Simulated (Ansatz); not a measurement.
Structure relaxation of RuCl₂

Level of theory: Ansatz 0.2.0, DFT PBE, scalar-relativistic, plane waves, PAW. Cutoff 420 eV, Γ-centred k mesh, Gaussian smearing, collinear spin, first started from parallel moments.

The start puts RuCl₂ on the 2H molybdenite structure type (P6_3/mmc, No. 194), with Ru in place of Mo, Cl in place of S, at a guessed volume.

```
CELL_PARAMETERS angstrom
3.30562 0.00000 0.00000
-1.65281 2.86275 0.00000
0.00000 0.00000 12.85751
ATOMIC_POSITIONS crystal
Ru 0.33333 0.66667 0.25000
Ru 0.66667 0.33333 0.75000
Cl 0.33333 0.66667 0.62750
Cl 0.66667 0.33333 0.12750
Cl 0.33333 0.66667 0.87250
Cl 0.66667 0.33333 0.37250
```

Cell and atoms relax at zero pressure; the relaxation can't lower the symmetry of the start. After a coarse first stage the cell is made exact in the group found at 0.06 Å.

Energies over the elements count from the elements' standard structures at the same level (Cl₂ as a molecule), with no empirical corrections.

What does it relax into?

It keeps P6_3/mmc (No. 194). The result has the 2H molybdenite structure. Conventional cell: a = 3.466 Å, c = 14.676 Å. Ru is coordinated by 6 Cl at 2.59 Å; around Cl lie 3 Ru at 2.59 Å.

```xyz
6
Lattice="3.4659 0.0000 0.0000 -1.7329 3.0015 0.0000 0.0000 0.0000 14.6762" Properties=species:S:1:pos:R:3 pbc="T T T"
Ru    0.0000    2.0010    3.6691
Ru    1.7329    1.0005   11.0072
Cl    0.0000    2.0010    9.3592
Cl    1.7329    1.0005    2.0211
Cl    0.0000    2.0010   12.6551
Cl    1.7329    1.0005    5.3170
```

What are its volume, energy, gap and moment?

The volume per atom is 25.4 Å³, the density is 3.7 g/cm³ and the energy over the elements is 0.049 eV/atom. The gap on the 12×12×4 mesh is 0.40 eV, the net moment per atom is 1.33 μB and the largest site moment is 2.94 μB.

The final run used a 12×12×4 mesh on its 6-atom cell and 0.02 eV smearing. Weakly bound directions are ill-defined at this level, which has no dispersion term. A structure relaxed within its symmetry needn't be a true minimum. The steps took of the order of 6 core-minutes in all.